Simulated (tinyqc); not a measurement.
Orbital energy against energy difference: ionisation energy by orbital energies and by energy differences in the cc-pvdz basis, for LiH, spin multiplicity 1. Computed by the program tinyqc with PySCF. The cation is unrestricted; errors are against CCSD(T) in this basis, not against experiment.

Geometry (angstrom):
```
atom       x       y       z
Li    0.0000  0.0000  0.0000
H     0.0000  0.0000  1.5260
```

CCSD(T) difference in the same basis = 7.9485 eV

IP-EOM-CCSD = 7.9487 eV

First vertical ionisation energy (eV):
```
method     -e(HOMO)  E(cation) - E  error of -e(HOMO)  error of the difference
HF            8.280        7.10738              0.331                   -0.841
LDA           4.429        8.30749             -3.520                    0.359
PBE           4.412        8.14368             -3.536                    0.195
B3LYP         5.368        8.38174             -2.581                    0.433
PBE0          5.502        8.10295             -2.447                    0.154
CAM-B3LYP     6.921        8.36779             -1.027                    0.419
LC-wPBE       8.233        8.18317              0.284                    0.235
```

What does the comparison show, and why?

Koopmans errs by +0.33 eV and Delta-HF by -0.84 eV: relaxation, 1.17 eV, lowers the value and the missing correlation difference works against it. The PBE level is off by -3.5 eV through the wrong tail of its potential, though its energy difference is off by +0.20 eV; exact exchange deepens the level, and among the orbital energies LC-wPBE comes closest; among the differences PBE0 does.
